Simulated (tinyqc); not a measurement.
UKS/PBE in the sto-3g basis, for NH, spin multiplicity 3, step by step (part 1 of 2). Computed by tinyqc, a small Python program that keeps every step (integrals from PySCF). Settings: charge = 0, multiplicity = 3, basis = sto-3g, energy threshold = 1e-09, iteration cap = 59, orthogonalisation = symmetric, start = core, DIIS depth = 3, method = UKS, functional = pbe,pbe, grid = [10, 86]. Command: `OMP_NUM_THREADS=1 python tinyqc.py 30476 30477 out.jsonl` (the two numbers bound the seeds that draw the settings). One thread of a shared host (Intel(R) Xeon(R) Processor @ 2.60GHz), about 2 s of CPU time with the checks. Later iterations appear only in the table of the cycle.

## One-electron integrals

Geometry (angstrom):
```
atom         x         y         z
N     0.000000  0.000000  0.000000
H     0.000000  0.000000  1.618000
```

Basis sto-3g: exponents (1/bohr^2) and contraction coefficients of normalised primitives:
```
element  l (shell)   exponent  coefficient
N            s (1)  99.106169     0.154329
N            s (1)  18.052312     0.535328
N            s (1)   4.885660     0.444635
N            s (2)   3.780456    -0.099967
N            s (2)   0.878497     0.399513
N            s (2)   0.285714     0.700115
N            p (3)   3.780456     0.155916
N            p (3)   0.878497     0.607684
N            p (3)   0.285714     0.391957
H            s (1)   3.425251     0.154329
H            s (1)   0.623914     0.535328
H            s (1)   0.168855     0.444635
```

Overlap, kinetic and nuclear-attraction integrals over the contracted functions; the nuclear repulsion is the sum of Za Zb / Rab.

nuclear repulsion = 2.28939461 hartree

overlap S, order 1N 1s, 1N 2s, 1N 2px, 1N 2py, 1N 2pz, 2H 1s:
$$\begin{pmatrix}
1.000000 & 0.235038 & 0.000000 & 0.000000 & 0.000000 & 0.014694 \\
0.235038 & 1.000000 & 0.000000 & 0.000000 & 0.000000 & 0.200931 \\
0.000000 & 0.000000 & 1.000000 & 0.000000 & 0.000000 & 0.000000 \\
0.000000 & 0.000000 & 0.000000 & 1.000000 & 0.000000 & 0.000000 \\
0.000000 & 0.000000 & 0.000000 & 0.000000 & 1.000000 & 0.217836 \\
0.014694 & 0.200931 & 0.000000 & 0.000000 & 0.217836 & 1.000000
\end{pmatrix}$$

kinetic energy T (hartree), order 1N 1s, 1N 2s, 1N 2px, 1N 2py, 1N 2pz, 2H 1s:
$$\begin{pmatrix}
21.990753 & -0.128416 & 0.000000 & 0.000000 & 0.000000 & -0.004125 \\
-0.128416 & 0.606994 & 0.000000 & 0.000000 & 0.000000 & -0.004796 \\
0.000000 & 0.000000 & 1.899358 & 0.000000 & 0.000000 & 0.000000 \\
0.000000 & 0.000000 & 0.000000 & 1.899358 & 0.000000 & 0.000000 \\
0.000000 & 0.000000 & 0.000000 & 0.000000 & 1.899358 & 0.035566 \\
-0.004125 & -0.004796 & 0.000000 & 0.000000 & 0.035566 & 0.760032
\end{pmatrix}$$

nuclear attraction V (hartree), order 1N 1s, 1N 2s, 1N 2px, 1N 2py, 1N 2pz, 2H 1s:
$$\begin{pmatrix}
-46.513020 & -5.509817 & 0.000000 & 0.000000 & -0.006197 & -0.351800 \\
-5.509817 & -7.191254 & 0.000000 & 0.000000 & -0.078760 & -1.012344 \\
0.000000 & 0.000000 & -7.122648 & 0.000000 & 0.000000 & 0.000000 \\
0.000000 & 0.000000 & 0.000000 & -7.122648 & 0.000000 & 0.000000 \\
-0.006197 & -0.078760 & 0.000000 & 0.000000 & -7.163333 & -0.966940 \\
-0.351800 & -1.012344 & 0.000000 & 0.000000 & -0.966940 & -3.510491
\end{pmatrix}$$

core Hamiltonian H = T + V (hartree), order 1N 1s, 1N 2s, 1N 2px, 1N 2py, 1N 2pz, 2H 1s:
$$\begin{pmatrix}
-24.522267 & -5.638233 & 0.000000 & 0.000000 & -0.006197 & -0.355925 \\
-5.638233 & -6.584260 & 0.000000 & 0.000000 & -0.078760 & -1.017140 \\
0.000000 & 0.000000 & -5.223290 & 0.000000 & 0.000000 & 0.000000 \\
0.000000 & 0.000000 & 0.000000 & -5.223290 & 0.000000 & 0.000000 \\
-0.006197 & -0.078760 & 0.000000 & 0.000000 & -5.263975 & -0.931374 \\
-0.355925 & -1.017140 & 0.000000 & 0.000000 & -0.931374 & -2.750460
\end{pmatrix}$$

## Two-electron integrals

Functions are numbered as in S; the eight-fold symmetry (ij|kl) = (ji|kl) = (kl|ij) leaves the list below.

Two-electron integrals (ij|kl) in chemists' order, unique and non-zero (hartree):
```
(11|11) 4.166630   (21|11) 0.640849   (21|21) 0.117461   (22|11) 0.969864
(22|21) 0.220936   (22|22) 0.708245   (31|31) 0.020960   (32|31) 0.032452
(32|32) 0.156449   (33|11) 0.967124   (33|21) 0.220977   (33|22) 0.708086
(33|33) 0.762805   (41|41) 0.020960   (42|41) 0.032452   (42|42) 0.156449
(43|43) 0.041119   (44|11) 0.967124   (44|21) 0.220977   (44|22) 0.708086
(44|33) 0.680568   (44|44) 0.762805   (51|51) 0.020960   (52|51) 0.032452
(52|52) 0.156449   (53|53) 0.041119   (54|54) 0.041119   (55|11) 0.967124
(55|21) 0.220977   (55|22) 0.708086   (55|33) 0.680568   (55|44) 0.680568
(55|55) 0.762805   (61|11) 0.040451   (61|21) 0.007362   (61|22) 0.013797
(61|33) 0.013770   (61|44) 0.013770   (61|51) 0.000354   (61|52) 0.000675
(61|55) 0.013853   (61|61) 0.000468   (62|11) 0.126759   (62|21) 0.029358
(62|22) 0.108012   (62|33) 0.105695   (62|44) 0.105695   (62|51) 0.002392
(62|52) 0.020491   (62|55) 0.112534   (62|61) 0.001890   (62|62) 0.023923
(63|31) 0.002611   (63|32) 0.016334   (63|53) 0.003847   (63|63) 0.002707
(64|41) 0.002611   (64|42) 0.016334   (64|54) 0.003847   (64|64) 0.002707
(65|11) 0.114447   (65|21) 0.026792   (65|22) 0.104969   (65|33) 0.100396
(65|44) 0.100396   (65|51) 0.004375   (65|52) 0.033818   (65|55) 0.113995
(65|61) 0.001775   (65|62) 0.027883   (65|65) 0.034716   (66|11) 0.326221
(66|21) 0.076645   (66|22) 0.323387   (66|33) 0.311892   (66|44) 0.311892
(66|51) 0.006053   (66|52) 0.073774   (66|55) 0.346078   (66|61) 0.004936
(66|62) 0.102070   (66|65) 0.133570   (66|66) 0.774606
```

## Orthogonalisation

S = U s U^T; symmetric (Loewdin) form X = U s^(-1/2) U^T, so that X^T S X = 1.

eigenvalues of S: [0.658276, 0.846019, 1.000000, 1.000000, 1.140095, 1.355609]

X, order 1N 1s, 1N 2s, 1N 2px, 1N 2py, 1N 2pz, 2H 1s:
$$\begin{pmatrix}
1.021897 & -0.123930 & 0.000000 & 0.000000 & -0.002278 & 0.011683 \\
-0.123930 & 1.038694 & 0.000000 & 0.000000 & 0.018043 & -0.108909 \\
0.000000 & 0.000000 & 1.000000 & 0.000000 & 0.000000 & 0.000000 \\
0.000000 & 0.000000 & 0.000000 & 1.000000 & 0.000000 & 0.000000 \\
-0.002278 & 0.018043 & 0.000000 & 0.000000 & 1.019037 & -0.115408 \\
0.011683 & -0.108909 & 0.000000 & 0.000000 & -0.115408 & 1.035526
\end{pmatrix}$$

## Starting guess

The start is the orbitals of the core Hamiltonian; D(s) = C_occ C_occ^T for each spin.

D(alpha) at the start, order 1N 1s, 1N 2s, 1N 2px, 1N 2py, 1N 2pz, 2H 1s:
$$\begin{pmatrix}
1.059396 & -0.253752 & 0.000000 & 0.000000 & -0.005569 & 0.017533 \\
-0.253752 & 1.083776 & 0.000000 & 0.000000 & 0.029369 & -0.072720 \\
0.000000 & 0.000000 & 1.000000 & 0.000000 & 0.000000 & 0.000000 \\
0.000000 & 0.000000 & 0.000000 & 1.000000 & 0.000000 & 0.000000 \\
-0.005569 & 0.029369 & 0.000000 & 0.000000 & 1.033335 & -0.096530 \\
0.017533 & -0.072720 & 0.000000 & 0.000000 & -0.096530 & 0.013539
\end{pmatrix}$$

D(beta) at the start, order 1N 1s, 1N 2s, 1N 2px, 1N 2py, 1N 2pz, 2H 1s:
$$\begin{pmatrix}
1.059396 & -0.253752 & 0.000000 & 0.000000 & -0.005569 & 0.017533 \\
-0.253752 & 1.083776 & 0.000000 & 0.000000 & 0.029369 & -0.072720 \\
0.000000 & 0.000000 & 0.000000 & 0.000000 & 0.000000 & 0.000000 \\
0.000000 & 0.000000 & 0.000000 & 0.000000 & 0.000000 & 0.000000 \\
-0.005569 & 0.029369 & 0.000000 & 0.000000 & 1.033335 & -0.096530 \\
0.017533 & -0.072720 & 0.000000 & 0.000000 & -0.096530 & 0.013539
\end{pmatrix}$$

## Iteration 1: exchange-correlation on the grid

Becke grid with 10 radial and 86 angular points per atom, points of zero weight dropped. rho = sum D_ij phi_i phi_j; V_xc,ij = sum w v_xc phi_i phi_j plus the gradient terms; v_xc is d(rho eps)/d rho(s) for spin s at fixed gradient.

The 12 grid points with the largest w rho, of 1716 (bohr, atomic units):
```
x                  y          z         w  rho(alpha)  rho(beta)     eps_xc  v_xc(alpha)
0.000000    0.000000  -1.190694  0.131695    0.168540   0.168540  -0.582417    -0.739472
0.000000   -0.445609  -1.104167  0.134755    0.168260   0.150937  -0.573642    -0.736754
0.445609    0.000000  -1.104167  0.134755    0.168260   0.150937  -0.573642    -0.736754
-0.445609   0.000000  -1.104167  0.134755    0.168260   0.150937  -0.573642    -0.736754
0.000000    0.445609  -1.104167  0.134755    0.168260   0.150937  -0.573642    -0.736754
0.000000    0.000000   1.190694  0.124730    0.169383   0.169383  -0.584307    -0.738371
0.000000    0.445609   1.104167  0.130041    0.170014   0.152691  -0.576275    -0.737638
-0.445609   0.000000   1.104167  0.130041    0.170014   0.152691  -0.576275    -0.737638
0.445609    0.000000   1.104167  0.130041    0.170014   0.152691  -0.576275    -0.737638
0.000000   -0.445609   1.104167  0.130041    0.170014   0.152691  -0.576275    -0.737638
0.440084   -0.440084  -1.015089  0.126750    0.168015   0.134222  -0.565643    -0.734042
-0.440084  -0.440084  -1.015089  0.126750    0.168015   0.134222  -0.565643    -0.734042
```

electrons on the grid, sum of w rho = 7.991136

E_xc = sum of w rho eps_xc = -7.46897255 hartree

V_xc(alpha) (hartree), order 1N 1s, 1N 2s, 1N 2px, 1N 2py, 1N 2pz, 2H 1s:
$$\begin{pmatrix}
-2.691404 & -0.374978 & 0.000000 & 0.000000 & -0.000272 & -0.023830 \\
-0.374978 & -0.724986 & 0.000000 & 0.000000 & -0.000577 & -0.090314 \\
0.000000 & 0.000000 & -0.721019 & 0.000000 & 0.000000 & 0.000000 \\
0.000000 & 0.000000 & 0.000000 & -0.721019 & 0.000000 & 0.000000 \\
-0.000272 & -0.000577 & 0.000000 & 0.000000 & -0.722241 & -0.078378 \\
-0.023830 & -0.090314 & 0.000000 & 0.000000 & -0.078378 & -0.156792
\end{pmatrix}$$

V_xc(beta) (hartree), order 1N 1s, 1N 2s, 1N 2px, 1N 2py, 1N 2pz, 2H 1s:
$$\begin{pmatrix}
-2.664816 & -0.355981 & 0.000000 & 0.000000 & -0.000318 & -0.022750 \\
-0.355981 & -0.607786 & 0.000000 & 0.000000 & -0.000956 & -0.079650 \\
0.000000 & 0.000000 & -0.565811 & 0.000000 & 0.000000 & 0.000000 \\
0.000000 & 0.000000 & 0.000000 & -0.565811 & 0.000000 & 0.000000 \\
-0.000318 & -0.000956 & 0.000000 & 0.000000 & -0.677768 & -0.073859 \\
-0.022750 & -0.079650 & 0.000000 & 0.000000 & -0.073859 & -0.147619
\end{pmatrix}$$

## Iteration 1: building the Kohn-Sham matrix

J_ij = sum D_kl (ij|kl) with D = D(alpha) + D(beta); F = H + J + V_xc; E = tr D H + tr D J / 2 + E_xc + E_nn.

Coulomb J (hartree), order 1N 1s, 1N 2s, 1N 2px, 1N 2py, 1N 2pz, 2H 1s:
$$\begin{pmatrix}
14.143566 & 2.599840 & 0.000000 & 0.000000 & 0.001149 & 0.163314 \\
2.599840 & 6.183175 & 0.000000 & 0.000000 & 0.000683 & 0.904386 \\
0.000000 & 0.000000 & 6.149436 & 0.000000 & 0.000000 & 0.000000 \\
0.000000 & 0.000000 & 0.000000 & 6.149436 & 0.000000 & 0.000000 \\
0.001149 & 0.000683 & 0.000000 & 0.000000 & 6.230847 & 0.865304 \\
0.163314 & 0.904386 & 0.000000 & 0.000000 & 0.865304 & 2.601959
\end{pmatrix}$$

F(alpha) (hartree), order 1N 1s, 1N 2s, 1N 2px, 1N 2py, 1N 2pz, 2H 1s:
$$\begin{pmatrix}
-13.070105 & -3.413372 & 0.000000 & 0.000000 & -0.005320 & -0.216442 \\
-3.413372 & -1.126072 & 0.000000 & 0.000000 & -0.078654 & -0.203068 \\
0.000000 & 0.000000 & 0.205127 & 0.000000 & 0.000000 & 0.000000 \\
0.000000 & 0.000000 & 0.000000 & 0.205127 & 0.000000 & 0.000000 \\
-0.005320 & -0.078654 & 0.000000 & 0.000000 & 0.244631 & -0.144448 \\
-0.216442 & -0.203068 & 0.000000 & 0.000000 & -0.144448 & -0.305293
\end{pmatrix}$$

F(beta) (hartree), order 1N 1s, 1N 2s, 1N 2px, 1N 2py, 1N 2pz, 2H 1s:
$$\begin{pmatrix}
-13.043516 & -3.394374 & 0.000000 & 0.000000 & -0.005365 & -0.215361 \\
-3.394374 & -1.008872 & 0.000000 & 0.000000 & -0.079033 & -0.192404 \\
0.000000 & 0.000000 & 0.360334 & 0.000000 & 0.000000 & 0.000000 \\
0.000000 & 0.000000 & 0.000000 & 0.360334 & 0.000000 & 0.000000 \\
-0.005365 & -0.079033 & 0.000000 & 0.000000 & 0.289104 & -0.139930 \\
-0.215361 & -0.192404 & 0.000000 & 0.000000 & -0.139930 & -0.296120
\end{pmatrix}$$

total energy of this density = -53.76880276 hartree

## Iteration 1: diagonalisation and new density

Diagonalise F' = X^T F X, C = X C', fill 5 alpha and 3 beta electrons from the bottom; D(s) = C_occ C_occ^T. Each column has its largest component positive (the first on a tie).

F' = X^T F X (alpha) (hartree):
$$\begin{pmatrix}
-12.806140 & -1.855542 & 0.000000 & 0.000000 & -0.005889 & 0.007228 \\
-1.855542 & -0.502665 & 0.000000 & 0.000000 & -0.053106 & -0.095046 \\
0.000000 & 0.000000 & 0.205127 & 0.000000 & 0.000000 & 0.000000 \\
0.000000 & 0.000000 & 0.000000 & 0.205127 & 0.000000 & 0.000000 \\
-0.005889 & -0.053106 & 0.000000 & 0.000000 & 0.281653 & -0.142357 \\
0.007228 & -0.095046 & 0.000000 & 0.000000 & -0.142357 & -0.257437
\end{pmatrix}$$

orbital energies (alpha) (hartree): MO1 -13.079910, MO2 -0.370671, MO3 -0.152362, MO4 0.205127, MO5 0.205127, MO6 0.318353

coefficients C (alpha), order 1N 1s, 1N 2s, 1N 2px, 1N 2py, 1N 2pz, 2H 1s:
$$\begin{pmatrix}
0.992868 & -0.154326 & -0.223839 & 0.000000 & 0.000000 & 0.008209 \\
0.028966 & 0.543952 & 0.899769 & 0.000000 & 0.000000 & -0.011100 \\
0.000000 & 0.000000 & 0.000000 & 0.034736 & 0.999397 & 0.000000 \\
0.000000 & 0.000000 & 0.000000 & 0.999397 & -0.034736 & 0.000000 \\
0.001359 & 0.141692 & -0.017627 & 0.000000 & 0.000000 & 1.015725 \\
-0.003902 & 0.709866 & -0.688285 & 0.000000 & 0.000000 & -0.346366
\end{pmatrix}$$

F' = X^T F X (beta) (hartree):
$$\begin{pmatrix}
-12.781390 & -1.853399 & 0.000000 & 0.000000 & -0.005890 & 0.006853 \\
-1.853399 & -0.382994 & 0.000000 & 0.000000 & -0.052246 & -0.097340 \\
0.000000 & 0.000000 & 0.360334 & 0.000000 & 0.000000 & 0.000000 \\
0.000000 & 0.000000 & 0.000000 & 0.360334 & 0.000000 & 0.000000 \\
-0.005890 & -0.052246 & 0.000000 & 0.000000 & 0.326874 & -0.143707 \\
0.006853 & -0.097340 & 0.000000 & 0.000000 & -0.143707 & -0.249131
\end{pmatrix}$$

orbital energies (beta) (hartree): MO1 -13.052538, MO2 -0.334138, MO3 -0.062329, MO4 0.360334, MO5 0.360334, MO6 0.362363

coefficients C (beta), order 1N 1s, 1N 2s, 1N 2px, 1N 2py, 1N 2pz, 2H 1s:
$$\begin{pmatrix}
0.993199 & -0.108266 & -0.247993 & 0.000000 & 0.000000 & 0.010439 \\
0.027687 & 0.362013 & 0.987007 & 0.000000 & 0.000000 & -0.020662 \\
0.000000 & 0.000000 & 0.000000 & 0.468264 & 0.883589 & 0.000000 \\
0.000000 & 0.000000 & 0.000000 & 0.883589 & -0.468264 & 0.000000 \\
0.001317 & 0.134502 & 0.022548 & 0.000000 & 0.000000 & 1.016604 \\
-0.003718 & 0.831028 & -0.544124 & 0.000000 & 0.000000 & -0.333074
\end{pmatrix}$$

D(alpha) after iteration 1, order 1N 1s, 1N 2s, 1N 2px, 1N 2py, 1N 2pz, 2H 1s:
$$\begin{pmatrix}
1.059707 & -0.256591 & 0.000000 & 0.000000 & -0.016571 & 0.040640 \\
-0.256591 & 1.106307 & 0.000000 & 0.000000 & 0.061253 & -0.233277 \\
0.000000 & 0.000000 & 1.000000 & 0.000000 & 0.000000 & 0.000000 \\
0.000000 & 0.000000 & 0.000000 & 1.000000 & 0.000000 & 0.000000 \\
-0.016571 & 0.061253 & 0.000000 & 0.000000 & 0.020389 & 0.112709 \\
0.040640 & -0.233277 & 0.000000 & 0.000000 & 0.112709 & 0.977661
\end{pmatrix}$$

D(beta) after iteration 1, order 1N 1s, 1N 2s, 1N 2px, 1N 2py, 1N 2pz, 2H 1s:
$$\begin{pmatrix}
1.059666 & -0.256466 & 0.000000 & 0.000000 & -0.018846 & 0.041274 \\
-0.256466 & 1.106003 & 0.000000 & 0.000000 & 0.070983 & -0.236314 \\
0.000000 & 0.000000 & 0.000000 & 0.000000 & 0.000000 & 0.000000 \\
0.000000 & 0.000000 & 0.000000 & 0.000000 & 0.000000 & 0.000000 \\
-0.018846 & 0.070983 & 0.000000 & 0.000000 & 0.018601 & 0.099501 \\
0.041274 & -0.236314 & 0.000000 & 0.000000 & 0.099501 & 0.986692
\end{pmatrix}$$

Within a degenerate level the vectors are fixed only up to a rotation; this is one choice.

## Iteration 2: exchange-correlation on the grid

As before.

The 12 grid points with the largest w rho, of 1716 (bohr, atomic units):
```
x                  y         z         w  rho(alpha)  rho(beta)     eps_xc  v_xc(alpha)
0.826763   -0.826763  0.225117  0.135453    0.165605   0.046532  -0.533218    -0.713022
-0.826763  -0.826763  0.225117  0.135453    0.165605   0.046532  -0.533218    -0.713022
0.826763    0.826763  0.225117  0.135453    0.165605   0.046532  -0.533218    -0.713022
-0.826763   0.826763  0.225117  0.135453    0.165605   0.046532  -0.533218    -0.713022
-0.445609   1.104167  0.000000  0.134749    0.168268   0.044553  -0.535484    -0.716293
0.445609    1.104167  0.000000  0.134749    0.168268   0.044553  -0.535484    -0.716293
-1.104167   0.445609  0.000000  0.134749    0.168268   0.044553  -0.535484    -0.716293
1.104167    0.445609  0.000000  0.134749    0.168268   0.044553  -0.535484    -0.716293
-1.104167  -0.445609  0.000000  0.134749    0.168268   0.044553  -0.535484    -0.716293
1.104167   -0.445609  0.000000  0.134749    0.168268   0.044553  -0.535484    -0.716293
-0.445609  -1.104167  0.000000  0.134749    0.168268   0.044553  -0.535484    -0.716293
0.445609   -1.104167  0.000000  0.134749    0.168268   0.044553  -0.535484    -0.716293
```

electrons on the grid, sum of w rho = 7.992199

E_xc = sum of w rho eps_xc = -7.00907272 hartree

V_xc(alpha) (hartree), order 1N 1s, 1N 2s, 1N 2px, 1N 2py, 1N 2pz, 2H 1s:
$$\begin{pmatrix}
-2.676391 & -0.363032 & 0.000000 & 0.000000 & -0.001182 & -0.023054 \\
-0.363032 & -0.660561 & 0.000000 & 0.000000 & -0.017451 & -0.101119 \\
0.000000 & 0.000000 & -0.685202 & 0.000000 & 0.000000 & 0.000000 \\
0.000000 & 0.000000 & 0.000000 & -0.685202 & 0.000000 & 0.000000 \\
-0.001182 & -0.017451 & 0.000000 & 0.000000 & -0.598624 & -0.102376 \\
-0.023054 & -0.101119 & 0.000000 & 0.000000 & -0.102376 & -0.519898
\end{pmatrix}$$

V_xc(beta) (hartree), order 1N 1s, 1N 2s, 1N 2px, 1N 2py, 1N 2pz, 2H 1s:
$$\begin{pmatrix}
-2.652051 & -0.346317 & 0.000000 & 0.000000 & -0.001256 & -0.022106 \\
-0.346317 & -0.533885 & 0.000000 & 0.000000 & -0.024127 & -0.090010 \\
0.000000 & 0.000000 & -0.524772 & 0.000000 & 0.000000 & 0.000000 \\
0.000000 & 0.000000 & 0.000000 & -0.524772 & 0.000000 & 0.000000 \\
-0.001256 & -0.024127 & 0.000000 & 0.000000 & -0.536858 & -0.098171 \\
-0.022106 & -0.090010 & 0.000000 & 0.000000 & -0.098171 & -0.519158
\end{pmatrix}$$

## Iteration 2: building the Kohn-Sham matrix

As before.

Coulomb J (hartree), order 1N 1s, 1N 2s, 1N 2px, 1N 2py, 1N 2pz, 2H 1s:
$$\begin{pmatrix}
12.867619 & 2.312581 & 0.000000 & 0.000000 & 0.018657 & 0.145686 \\
2.312581 & 5.420052 & 0.000000 & 0.000000 & 0.179214 & 0.888686 \\
0.000000 & 0.000000 & 5.417626 & 0.000000 & 0.000000 & 0.000000 \\
0.000000 & 0.000000 & 0.000000 & 5.417626 & 0.000000 & 0.000000 \\
0.018657 & 0.179214 & 0.000000 & 0.000000 & 5.405111 & 0.912374 \\
0.145686 & 0.888686 & 0.000000 & 0.000000 & 0.912374 & 3.467764
\end{pmatrix}$$

F(alpha) (hartree), order 1N 1s, 1N 2s, 1N 2px, 1N 2py, 1N 2pz, 2H 1s:
$$\begin{pmatrix}
-14.331039 & -3.688684 & 0.000000 & 0.000000 & 0.011278 & -0.233293 \\
-3.688684 & -1.824770 & 0.000000 & 0.000000 & 0.083004 & -0.229573 \\
0.000000 & 0.000000 & -0.490867 & 0.000000 & 0.000000 & 0.000000 \\
0.000000 & 0.000000 & 0.000000 & -0.490867 & 0.000000 & 0.000000 \\
0.011278 & 0.083004 & 0.000000 & 0.000000 & -0.457488 & -0.121375 \\
-0.233293 & -0.229573 & 0.000000 & 0.000000 & -0.121375 & 0.197407
\end{pmatrix}$$

F(beta) (hartree), order 1N 1s, 1N 2s, 1N 2px, 1N 2py, 1N 2pz, 2H 1s:
$$\begin{pmatrix}
-14.306699 & -3.671970 & 0.000000 & 0.000000 & 0.011204 & -0.232345 \\
-3.671970 & -1.698094 & 0.000000 & 0.000000 & 0.076328 & -0.218464 \\
0.000000 & 0.000000 & -0.330436 & 0.000000 & 0.000000 & 0.000000 \\
0.000000 & 0.000000 & 0.000000 & -0.330436 & 0.000000 & 0.000000 \\
0.011204 & 0.076328 & 0.000000 & 0.000000 & -0.395722 & -0.117171 \\
-0.232345 & -0.218464 & 0.000000 & 0.000000 & -0.117171 & 0.198147
\end{pmatrix}$$

total energy of this density = -53.86107799 hartree
